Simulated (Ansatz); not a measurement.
**bcc Ca (high-temperature phase)**

Calculation: r²SCAN in Ansatz (plane waves, PAW).

Numerical settings: plane-wave cutoff 500 eV, 24×24×24 k mesh, Fermi–Dirac smearing 0.1 eV, scalar-relativistic PAW data made under PBE.

Cell: relaxed at this level.

- volume per atom: 43.35 Å³/atom
- lattice parameter a: 4.426 Å
- band gap: zero (no gap)

Note: symmetry holds this phase in the static calculation, where it need not be a minimum.

Static lattice: no zero-point or thermal effects.

Computing time: about 60 core-seconds (a rough figure).

Ansatz is a quantum-chemistry and plane-wave program.
